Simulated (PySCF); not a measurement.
## Structure from 2D NMR

Compound of formula C2H5NO. Correlations simulated from computed shifts and couplings:

HSQC (one-bond C–H):
```csv
δH,δC,"¹J(C,H) (Hz)"
6.42,149.4,185
1.89,11.1,136
```

COSY cross peaks (|J| ≥ 2 Hz):
```csv
δH,δH,abs. J (Hz),bonds
6.42,1.89,6.7,3
```

HMBC (two and three bonds, |J| ≥ 2.5 Hz):
```csv
δH,δC [abs. J in Hz]
6.42,11.1 [8.9]
1.89,149.4 [6.5]
```

Relativity neglected, gas phase, fast rotation and ring inversion assumed for equivalent nuclei, one conformer. σ from GIAO-PBE0/pcSseg-1; geometry: PBE0-D3(BJ)/def2-SVP; J couplings at B3LYP/pcJ-1; PySCF.

Scale: ¹H and ¹³C against TMS (reference shieldings calculated alike).

Exchangeable hydrogens are left out of these lists, and C,H couplings along chains are those of one rotamer, so weak HMBC peaks may be missing or extra.

Q: Assemble the structure.

A: `C/C=N\O`.

Structure with atom numbers: `[CH3:1]/[CH:2]=[N:3]\[OH:4]`. Each H is labelled by its parent atom.

δC 149.4 is C2, a C=N carbon (δH 6.42). δC 11.1 is C1, a methyl carbon (δH 1.89). COSY links 6.42–1.89.

OH and NH positions are those of a molecule without intermolecular hydrogen bonds; in solution they move with solvent, concentration and temperature, and exchange usually removes their couplings. Unscaled 3J(H,H) at this level run about 10 % above measured values. Shifts are as computed. Against solution values, carbons near 30 ppm lie about +2 ppm off and those near 130 ppm about +5 ppm. Of 1211 compounds with measured shifts, 218 miss one by over three times the rms of a fit or turn the order of signals round; such compounds aren't used in these exercises.
